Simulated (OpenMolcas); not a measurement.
## BHF2 (SMILES FBF): the energy, rung by rung

BHF2: 4 atoms, total charge 0, spin state singlet. SMILES: `FBF`. The coordinates come from a PBE0-D4/def2-TZVP relaxation.

```tsv
atom	x (Å)	y (Å)	z (Å)
F	1.1543	0.4569	-0.3619
B	-0.0019	-0.0310	0.0252
F	-1.0954	0.5287	-0.4389
H	-0.0570	-0.9546	0.7756
```

Quantity: the energy change with the F1–B2 bond stretched from 1.313 to 1.970 Å, in eV. The values are calculated.

```tsv
level	kind	program	value (eV)	less FCI/STO-3G	CPU time (all runs)
HF/STO-3G (restricted)	Hartree–Fock	OpenMolcas	5.12	+1.25	3.2 s
SVWN5/STO-3G (restricted)	LDA	OpenMolcas	4.24	+0.37	6.9 s
PBE/STO-3G (restricted)	GGA	OpenMolcas	3.85	-0.02	7.9 s
r2SCAN/STO-3G (restricted)	meta-GGA	OpenMolcas	4.13	+0.26	9.2 s
B3LYP/STO-3G (restricted)	global hybrid	OpenMolcas	4.15	+0.28	7.9 s
M06-2X/STO-3G (restricted)	hybrid meta-GGA	OpenMolcas	4.60	+0.73	9.7 s
MP2/STO-3G (restricted)	perturbation theory	OpenMolcas	4.53	+0.66	3.3 s
ACPF/STO-3G (restricted)	coupled cluster or CI	OpenMolcas	3.69	-0.18	3.8 s
FCI/STO-3G	exact in the basis	OpenMolcas	3.87	0.00	3.6 min
```

FCI/STO-3G is exact within its basis and frozen core, so for wave-function methods in that basis the difference is their error; functionals converge differently with the basis, so for them it is only a difference. A spin-restricted reference rises too steeply as a bond breaks; here HF/STO-3G, M06-2X/STO-3G, MP2/STO-3G lie well above the multireference or unrestricted value. The first shape isn't each level's own minimum. The values span 3.69 to 5.12 eV. All rows use very small basis sets, so none should be taken for the real molecule's value. CPU times are rough (shared hosts, several kinds of processor and program).
